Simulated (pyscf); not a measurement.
Optimised with ωB97X-D3(BJ)/def2-SVP in PySCF.

Task: Estimate the classical barrier height and the reaction energy of `[ClH]` + `[F][Nb]([Cl])([Cl])([Cl])[Cl]` → `[Cl][Nb]([Cl])([Cl])([Cl])[Cl]` + `[FH]` at ωB97M-D3(BJ)/def2-TZVP. The step runs on the singlet surface, breaks Cl–H, F–Nb and forms Cl–Nb, F–H; take the separated reactants as zero.

Result: ΔE‡ = 41.6 kJ/mol, ΔE = +30.8 kJ/mol. Zero-point energy shifts the barrier by +0.5 kJ/mol. It is a four-centre exchange, with an imaginary mode of 725i cm⁻¹. On the reactant side the descent ends in an adduct with a Cl–Nb contact, 27.8 kJ/mol under the separated species and 53.5 kJ/mol under the saddle at ωB97X-D3(BJ)/def2-TZVP. On the product side the descent ends in an adduct with a F–Nb contact, 31.3 kJ/mol under the separated species and 41.1 kJ/mol under the saddle at ωB97X-D3(BJ)/def2-TZVP. What is counted as formed (Cl–Nb) is already present as a longer contact in the reactant adduct; forming that adduct is a step of its own. What is counted as broken (F–Nb) persists as a longer contact in the product adduct; parting that adduct is a step of its own. At ωB97X-D3(BJ)/def2-TZVP the barrier from the zero used here is 25.7 kJ/mol. This is the saddle that the search found; another between the same sides may lie lower. Elements past Kr carry the def2 core potentials, without spin-orbit coupling.
